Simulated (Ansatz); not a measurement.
**Zr (model structure, started from the beta-Sn type, I4₁/amd, No. 141, 2 atoms in the cell): c axis length by level of theory**

No measured value is used here.

```csv
level (code),value (Å)
PBE (Ansatz),3.064
PBEsol (Ansatz),3.023
PBE-D3(BJ) (Ansatz),3.021
r²SCAN (Ansatz),3.081
```

Ansatz's density-functional and Hartree–Fock values are scalar-relativistic unless marked +SOC, with PAW data made under PBE.

A model structure was made by putting elements into a prototype or built by hand; it is no filed structure, need not be a known phase, and can be a saddle point held by its symmetry.

Ansatz is a program for electronic structure.
